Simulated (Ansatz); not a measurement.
Job for Ansatz (an electronic-structure program): U-wB97M-V/def2-TZVPPD on C2H5 (SMILES [CH2]C), 2S+1 = 2. Files ending in .json are basis or fitting sets from the Basis Set Exchange.

Ansatz 0.2 input:
```yaml
crystal:
  periodic: [false, false, false]
  atoms:
    - {symbol: C, position_ang: [0.00550995, -0.00307714, -0.77443959]}
    - {symbol: C, position_ang: [0.00550995, -0.00307714, 0.71569982]}
    - {symbol: H, position_ang: [0.00550995, -1.01684444, 1.11670108]}
    - {symbol: H, position_ang: [0.37964525, 0.84547158, -1.32730429]}
    - {symbol: H, position_ang: [-0.88217468, 0.49798042, 1.12141209]}
    - {symbol: H, position_ang: [0.87299475, 0.52193057, 1.11660682]}
    - {symbol: H, position_ang: [-0.50718726, -0.77526005, -1.32801142]}
basis:
  gaussian:
    orbitals: def2-TZVPPD.json
hamiltonian:
  xc: {name: wB97M-V}
magnetization: {spin_polarized: true, initial_magnetization: 1}
```

The head of its log:

```
WARN ansatz: RAYON_NUM_THREADS=2 ignored (pool sized by the plan → 2); use --threads N
Functional definition: wB97M-V
integrals: 0.05 GiB planned
643 factors; their error is unknown
integrals: 0.08 GiB planned
224 factors; integrals over basis functions are off by at most 1.7e-5 eV
mean field: 0.85 GiB planned
mean field evaluation 1: about -2150.3906 eV, gradient 2.5e1 eV
mean field evaluation 2: about -2151.8155 eV, gradient 1.7e1 eV
```

What total energy does the run end on?

-79.1276 hartree.
